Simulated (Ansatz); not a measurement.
Process, species as SMILES: [SiH]Br (SiHBr) + 2 [H][H] (H2) -> Br (HBr) + [SiH4] (SiH4)

Quantity: energy of full hydrogenation (electronic), in kcal/mol. Conventions: LANL2DZ with its own core potentials from Na on; 6-31G* and kin with 6d, 5d where marked; no spin-orbit coupling; non-relativistic. Ab initio and DFT rows: single points at B3LYP-D3(BJ) geometries (Ansatz, a first-principles code). The Hartree-Fock reference of [SiH]Br (SiHBr) is unstable towards a lower, spin-broken solution.

```csv
level,program,energy of full hydrogenation (electronic) (kcal/mol)
HF/STO-3G,Ansatz,-46.4
HF/3-21G,Ansatz,-28.7
HF/LANL2DZ,Ansatz,-40.1
HF/6-31G*,Ansatz,-38.4
HF/6-31G* with LANL2DZ past Ar,Ansatz,-34.1
```

No value to compare with is used here. The 5 habitual levels span -46.4 (HF/STO-3G) to -28.7 kcal/mol (HF/3-21G).

The sets are all those run for this method; runs whose electronic state is in doubt are left out.
